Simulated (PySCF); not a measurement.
## HF⁺, r²SCAN: how much the basis matters

PySCF, UKS reference; doublet, unpaired electrons π ↑; De to H⁺ + F without counterpoise correction.

```csv
basis,relativity,functions,Re (Å),ωe (cm⁻¹),De (eV),μ (D)
"6-31G(d,p)",no relativity,19,1.013,3027,3.83,-2.66
aug-pcseg-1,no relativity,32,1.021,2897,3.47,-2.58
pcseg-2,no relativity,44,1.009,3015,3.67,-2.59
def2-TZVPPD,no relativity,57,1.010,3017,3.68,-2.57
```

(1) How does each smaller set differ from the one with most functions, def2-TZVPPD?

A positive dipole points towards F; it is taken about the centre of mass and depends on that origin. For an ion De counts to the pair picked by the measured ionisation energies or electron affinities, which need not be the lowest pair at this level. The state was picked by a PBE0 search and need not be the measured ground state.

Answers

(1) 6-31G(d,p): +0.3 pm, +0.3 % in ωe, +0.15 eV in De; aug-pcseg-1: +1.1 pm, -4.0 % in ωe, -0.21 eV in De; pcseg-2: -0.1 pm, -0.1 % in ωe, -0.01 eV in De. All at r²SCAN; the set with most functions is neither the basis-set limit nor always the best.
